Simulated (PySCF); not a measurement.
An unknown is described by computed data only.

Formula: C2H4N2.

| Property | Result |
| --- | --- |
| XPS | C1s 292.5, C1s 293.4, N1s 405.3, N1s 406.0 eV [ΔSCF SCAN, pcX-2 on the ionised atom, pcseg-1 elsewhere, spin-free X2C] |
| Rotational structure | rotational constants A, B, C: 32.659, 4.769, 4.323 GHz [PBE0-D3(BJ)/def2-SVP] |
| Couplings | largest of the computed one-bond spin–spin couplings (means over like bonds): 13C–1H +142.6 (×2), 13C–13C +72.3, 15N–1H -67.9 (×2), 15N–13C -18.4, 15N–13C -6.1 Hz [B3LYP/pcJ-1] |
| UV, first state | lowest singlet excitation: 6.47 eV (192 nm, f = 0.010) [TDDFT CAM-B3LYP/def2-SVPD] |
| 13C NMR | chemical shifts (computed TMS as zero) by class: 129.9 (1 C), 28.6 (1 C) ppm [GIAO HF/pcSseg-2] |
| NMR, other nuclei | isotropic shieldings of nuclei other than C and H, by class: -44 (1 N), 243 (1 N) ppm [GIAO HF/pcSseg-2] |

The electronic properties come from PySCF, for the isolated species, density fitting. Levels stand in brackets. Isolated species at its PBE0-D3(BJ)/def2-SVP geometry (one conformer only). NMR values are class means; diastereotopic atoms form classes of their own.

Question: Propose a structure and show how it fits.

Answer: Numbering: `[N:1]#[C:2][CH2:3][NH2:4]`. Its formula, C2H4N2, gives 2 degrees of unsaturation: 0 rings and 2 π bonds in the structure found. 2 carbons fall into 2 classes; from least to most shielded: nitrile carbon [C2] (129.9 ppm), sp3 carbon bound to nitrogen [C3] (28.6 ppm). The other shieldings belong to: -44 ppm, nitrile nitrogen [N1]; 243 ppm, primary amine nitrogen [N4]. The couplings run between: +142.6 Hz, sp3 carbon bound to nitrogen [C3] and its hydrogen (with 1 like pair); +72.3 Hz, nitrile carbon [C2] and sp3 carbon bound to nitrogen [C3]; -67.9 Hz, primary amine nitrogen [N4] and its hydrogen (with 1 like pair); -18.4 Hz, nitrile nitrogen [N1] and nitrile carbon [C2]; -6.1 Hz, primary amine nitrogen [N4] and sp3 carbon bound to nitrogen [C3]. The core levels belong to: C1s 292.5 eV, nitrile carbon [C2]; C1s 293.4 eV, sp3 carbon bound to nitrogen [C3]; N1s 405.3 eV, nitrile nitrogen [N1]; N1s 406.0 eV, primary amine nitrogen [N4]. The hole state at 292.5 eV has ⟨S²⟩ = 0.82 against 0.75, so that value is less sure. By its constants the optimised geometry is an asymmetric top. Structure: aminoacetonitrile, `N#CCN`. Computed isomers that give other values at the same levels: `[H]/N=C\C=N/[H]` (rotational constant A: 46.604 GHz; this holds for the one conformer computed). The assignments are read from this structure; whether some other isomer fits the data as well wasn't checked.

Conformer computed: `[N:1]#[C:2][CH2:3][NH2:4]`: H–N4–C3–C2 68°, H–N4–C3–C2 -174°.
